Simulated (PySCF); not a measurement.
# C3H5N3: fields and orbitals

Aim: take C3H5N3 and see where an electron leaves and enters, pull one bond apart with RHF, UHF and CASSCF and compute its lowest excited states.

Program: PySCF 2.14.0. Level of theory: levels as typed in each script, gas phase, geometry from GFN2-xTB. These are calculated values, not measurements.

## 1. Starting geometry

SMILES `Cc1nc[nH]n1`, 11 atoms, charge 0, spin multiplicity 1.

Bond lengths: C1–C2 1.481 Å, C1–H7 1.086 Å, C1–H8 1.088 Å, C1–H9 1.088 Å, C2–N3 1.357 Å, C2–N6 1.316 Å, N3–C4 1.307 Å, C4–N5 1.346 Å, C4–H10 1.070 Å, N5–N6 1.341 Å, N5–H11 1.008 Å. Angles: C2–C1–H7 109.1°, C2–C1–H8 110.1°, C2–C1–H9 110.1°, H7–C1–H8 109.7°, H7–C1–H9 109.7°, H8–C1–H9 108.1°, C1–C2–N3 122.8°, C1–C2–N6 124.2°, N3–C2–N6 113.0°, C2–N3–C4 104.1°, N3–C4–N5 109.8°, N3–C4–H10 126.0°, N5–C4–H10 124.2°, C4–N5–N6 109.2°, C4–N5–H11 130.4°, N6–N5–H11 120.4°, C2–N6–N5 104.0°.

As a file:

| atom | x (Å) | y (Å) | z (Å) |
| --- | --- | --- | --- |
| C1 | 2.1027 | 0.0035 | -0.0001 |
| C2 | 0.6214 | 0.0075 | -0.0001 |
| N3 | -0.1164 | -1.1318 | 0.0000 |
| C4 | -1.3533 | -0.7092 | 0.0001 |
| N5 | -1.3751 | 0.6368 | -0.0001 |
| N6 | -0.1161 | 1.0979 | -0.0001 |
| H7 | 2.4546 | -1.0235 | -0.0001 |
| H8 | 2.4778 | 0.5205 | -0.8803 |
| H9 | 2.4775 | 0.5201 | 0.8815 |
| H10 | -2.2283 | -1.3256 | -0.0002 |
| H11 | -2.1529 | 1.2774 | 0.0011 |

## 2. Removing and adding an electron (wB97X/6-31g*)

The input, input.py:

```python
import numpy as np
from pyscf import gto, scf, dft
from pyscf.scf import atom_ks, atom_hf
from scipy.linalg import block_diag

def solve(mol, dm0=None, hcore=None):
    mf = (dft.UKS if mol.spin else dft.RKS)(mol, xc='wb97x')
    mf.grids.level = 3
    mf = mf.density_fit(auxbasis='def2-universal-jkfit')
    mf.conv_tol, mf.max_cycle = 1e-8, 80
    if hcore is not None:
        mf.get_hcore = lambda *args: hcore
    mf.kernel(dm0)
    if not mf.converged:
        mf = mf.newton().run(mf.mo_coeff, mf.mo_occ, max_cycle=30)
    assert mf.converged, 'SCF not converged'
    return mf

mol = gto.M(atom='''
C      2.10268     0.00346    -0.00006
C      0.62142     0.00751    -0.00012
N     -0.11645    -1.13175     0.00002
C     -1.35325    -0.70920     0.00010
N     -1.37513     0.63679    -0.00013
N     -0.11610     1.09788    -0.00011
H      2.45459    -1.02354    -0.00007
H      2.47784     0.52049    -0.88032
H      2.47747     0.52010     0.88154
H     -2.22828    -1.32556    -0.00019
H     -2.15289     1.27743     0.00108
''', basis='6-31g*', charge=0, spin=0, verbose=4)
mf = solve(mol)
out = dict(e0=mf.e_tot, dm0=mf.make_rdm1(), c=mf.mo_coeff, occ=mf.mo_occ, eps=mf.mo_energy)
for name, dq, spin in [('cation', 1, 1), ('anion', -1, 1)]:
    ion = mol.copy().set(charge=mol.charge + dq, spin=spin).build()
    mi = solve(ion)
    if spin and dq > 0 and mol.nao < 130:
        c, _, stable, _ = mi.stability(return_status=True)
        if not stable:
            mi = solve(ion, mi.make_rdm1(c, mi.mo_occ))
    print(name, 'vertical energy change / eV', (mi.e_tot - mf.e_tot) * 27.211386)
    out.update({'e_' + name: mi.e_tot, 'dm_' + name: mi.make_rdm1(), 's2_' + name: mi.spin_square()[0], 'eps_' + name: mi.mo_energy, 'occ_' + name: mi.mo_occ})
# spherically averaged free atoms, for the promolecule
atm = atom_ks.get_atm_nrks(mol, xc='wb97x')
pro = block_diag(*[(atm[a[0]][2] * atm[a[0]][3]) @ atm[a[0]][2].T for a in mol._atom])
np.savez('result.npz', pro=pro, **out)
```

The run is started by

```bash
> OMP_NUM_THREADS=1 python input.py
```

## 4. Stretching a bond (def2-svp)

The input, input.py:

```python
import numpy as np
from pyscf import gto, scf, mcscf

mol = gto.M(atom='''
C      2.10268     0.00346    -0.00006
C      0.62142     0.00751    -0.00012
N     -0.11645    -1.13175     0.00002
C     -1.35325    -0.70920     0.00010
N     -1.37513     0.63679    -0.00013
N     -0.11610     1.09788    -0.00011
H      2.45459    -1.02354    -0.00007
H      2.47784     0.52049    -0.88032
H      2.47747     0.52010     0.88154
H     -2.22828    -1.32556    -0.00019
H     -2.15289     1.27743     0.00108
''', basis='def2-svp', charge=0, spin=0, verbose=4)
# stretch the bond between atoms 1 and 2, from long to short, fragments rigid
a, b, move = 0, 1, [1, 2, 3, 4, 5, 9, 10]
xyz = mol.atom_coords(unit='Angstrom')
u = xyz[b] - xyz[a]
r0 = np.linalg.norm(u)
rows, last, dm_u = [], None, None
for r in [4.26, 3.34, 2.74, 2.36, 2.05, 1.82, 1.67, 1.52, 1.4]:
    new = xyz.copy()
    new[move] += u / r0 * (r - r0)
    m = mol.set_geom_(new, unit='Angstrom', inplace=False)
    rhf = scf.RHF(m).density_fit(auxbasis='def2-universal-jkfit').run()
    uhf = scf.UHF(m).density_fit(auxbasis='def2-universal-jkfit').newton()
    if dm_u is None:
        c = rhf.mo_coeff
        h = m.nelectron // 2 - 1
        ca, cb = c.copy(), c.copy()
        ca[:, h], cb[:, h] = (c[:, h] + c[:, h + 1]) / 2**.5, (c[:, h] - c[:, h + 1]) / 2**.5
        dm_u = np.array([x[:, :h + 1] @ x[:, :h + 1].T for x in (ca, cb)])
    uhf.kernel(dm0=dm_u)
    for _ in range(3):
        c, _, stable, _ = uhf.stability(return_status=True)
        if stable:
            break
        uhf.kernel(c, uhf.mo_occ)
    dm_u = uhf.make_rdm1()
    mc = mcscf.CASSCF(rhf, 2, 2)
    mc.natorb = True
    mc.fix_spin_(ss=0)
    guess = mcscf.addons.make_natural_orbitals(uhf)[1] if last is None else mcscf.project_init_guess(mc, last.mo_coeff, last.mol)
    mc.kernel(guess)
    last = mc
    act = slice(mc.ncore, mc.ncore + mc.ncas)
    print('r %.3f  RHF %.6f  UHF %.6f  <S^2> %.3f  CASSCF %.6f  occupations' % (r, rhf.e_tot, uhf.e_tot, uhf.spin_square()[0], mc.e_tot), mc.mo_occ[act].round(4))
    rows.append((new, rhf.e_tot, uhf.e_tot, uhf.spin_square()[0], mc.e_tot, mc.mo_occ[act], mc.mo_coeff[:, act], dm_u[0] - dm_u[1], rhf.converged and uhf.converged and mc.converged))
    np.savez('result.npz', **{k: [row[i] for row in rows] for i, k in enumerate('xyz rhf uhf s2 cas occ c spin ok'.split())})
```

## 6. Excited states (CAM-B3LYP/def2-svpd)

The input, input.py:

```python
import numpy as np
from pyscf import gto, scf, dft, tdscf
from pyscf.scf import atom_ks, atom_hf
from scipy.linalg import block_diag

def solve(mol, dm0=None, hcore=None):
    mf = (dft.UKS if mol.spin else dft.RKS)(mol, xc='camb3lyp')
    mf.grids.level = 3
    mf = mf.density_fit(auxbasis='def2-universal-jkfit')
    mf.conv_tol, mf.max_cycle = 1e-8, 80
    if hcore is not None:
        mf.get_hcore = lambda *args: hcore
    mf.kernel(dm0)
    if not mf.converged:
        mf = mf.newton().run(mf.mo_coeff, mf.mo_occ, max_cycle=30)
    assert mf.converged, 'SCF not converged'
    return mf

mol = gto.M(atom='''
C      2.10268     0.00346    -0.00006
C      0.62142     0.00751    -0.00012
N     -0.11645    -1.13175     0.00002
C     -1.35325    -0.70920     0.00010
N     -1.37513     0.63679    -0.00013
N     -0.11610     1.09788    -0.00011
H      2.45459    -1.02354    -0.00007
H      2.47784     0.52049    -0.88032
H      2.47747     0.52010     0.88154
H     -2.22828    -1.32556    -0.00019
H     -2.15289     1.27743     0.00108
''', basis='def2-svpd', charge=0, spin=0, verbose=4)
mf = solve(mol)
td = mf.TDA()
td.nstates, td.singlet, td.conv_tol = 5, True, 1e-5
td.kernel()
td.analyze()
x, y = np.array([p[0] for p in td.xy]), np.array([p[1] + 0 * p[0] for p in td.xy])
f, mu = td.oscillator_strength(), td.transition_dipole()
nto = [td.get_nto(state=i + 1, verbose=4) for i in range(len(td.e))]
# spherically averaged free atoms, for the promolecule
atm = atom_ks.get_atm_nrks(mol, xc='camb3lyp')
pro = block_diag(*[(atm[a[0]][2] * atm[a[0]][3]) @ atm[a[0]][2].T for a in mol._atom])
np.savez('result.npz', e=td.e, f=f, ok=td.converged, w=[n[0] for n in nto], nto=[n[1] for n in nto], x=x, y=y, c=mf.mo_coeff, occ=mf.mo_occ, eps=mf.mo_energy, pro=pro, mu=mu)
```

(Steps that only read results are left out.)

**Question.** What will these runs give? Wanted: vertical ionisation energy; vertical electron affinity; lowest singlet excitation.

The runs gave:

```
                                               quantity           value
              vertical ionisation energy (wB97X/6-31g*)         9.56 eV
              vertical electron affinity (wB97X/6-31g*)        -2.88 eV
cost of the stretch to 4.3 Å, CASSCF and RHF (def2-svp)  4.8 and 9.3 eV
        lowest singlet excitation (CAM-B3LYP/def2-svpd)         6.40 eV
```

In words: The ionisation energy from two SCF runs, 9.56 eV, lies 0.0 eV above −ε(HOMO) = 9.55 eV of the same level, wB97X/6-31g*. RHF rises too steeply at long distance, since it keeps both electrons in one orbital and so mixes in ionic fragments. All values hold at the given geometry, in the gas phase.
